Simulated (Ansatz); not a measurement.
# C3H8O3: the cost of one run

Method: UKS PBE/STO-3G, in Ansatz 0.2.0.

**1. The system as given**

Bond lengths: C1–O2 1.371 Å, O2–C3 1.403 Å, C3–O4 1.452 Å, O4–C5 1.346 Å, C5–O6 1.388 Å, C1–H7 1.140 Å, C1–H8 1.066 Å, C1–H9 1.140 Å, C3–H10 1.074 Å, C3–H11 1.136 Å, C5–H12 1.125 Å, C5–H13 1.118 Å, O6–H14 0.967 Å. Angles (14 of 21 angles, heavy atoms first): C1–O2–C3 109.8°, O2–C3–O4 115.0°, C3–O4–C5 115.1°, O4–C5–O6 112.0°, O2–C1–H7 110.4°, O2–C1–H8 114.8°, O2–C1–H9 107.3°, O2–C3–H10 111.8°, O2–C3–H11 105.6°, O4–C3–H10 111.1°, O4–C3–H11 105.9°, O4–C5–H12 110.1°, O4–C5–H13 105.5°, O6–C5–H12 111.2°.

As a file:

```xyz
14

C    -2.1772   -0.5484    0.1260
O    -1.2715   -0.6994    1.1439
C     0.0333   -0.5816    0.6407
O     0.4241    0.7628    0.2554
C     1.7049    0.8941   -0.1378
O     1.9414    0.2745   -1.3570
H    -2.1338    0.5115   -0.2905
H    -2.0513   -1.2243   -0.6891
H    -3.2183   -0.6205    0.5859
H     0.2186   -1.2809   -0.1533
H     0.7192   -0.8706    1.4986
H     2.3955    0.5018    0.6584
H     1.8742    1.9946   -0.2433
H     1.5278    0.8571   -2.0091
```

**2. Preparing the start**

The input, input.yaml:

```yaml
crystal:
  periodic: [false, false, false]
  atoms:
    - { symbol: C, position_ang: [-2.1772, -0.5484, 0.126] }
    - { symbol: O, position_ang: [-1.2715, -0.6994, 1.1439] }
    - { symbol: C, position_ang: [0.0333, -0.5816, 0.6407] }
    - { symbol: O, position_ang: [0.4241, 0.7628, 0.2554] }
    - { symbol: C, position_ang: [1.7049, 0.8941, -0.1378] }
    - { symbol: O, position_ang: [1.9414, 0.2745, -1.357] }
    - { symbol: H, position_ang: [-2.1338, 0.5115, -0.2905] }
    - { symbol: H, position_ang: [-2.0513, -1.2243, -0.6891] }
    - { symbol: H, position_ang: [-3.2183, -0.6205, 0.5859] }
    - { symbol: H, position_ang: [0.2186, -1.2809, -0.1533] }
    - { symbol: H, position_ang: [0.7192, -0.8706, 1.4986] }
    - { symbol: H, position_ang: [2.3955, 0.5018, 0.6584] }
    - { symbol: H, position_ang: [1.8742, 1.9946, -0.2433] }
    - { symbol: H, position_ang: [1.5278, 0.8571, -2.0091] }
magnetization:
  spin_polarized: true
basis:
  gaussian: { orbitals: STO-3G }
hamiltonian:
  xc: pbe
relax:
  f_tol: 0.02
  max_steps: 40
```

On the command line:

```bash
$ ansatz run input.yaml --threads 1 --pin off --max-ram 2048MiB --backend cpu --events-out ev --progress --plain --runs-dir out
```

Q: Estimate wall time and peak memory on 1 thread of AMD EPYC 9R45 (Zen 5), shared host.

About 24 s, with a peak of 0.16 GiB.
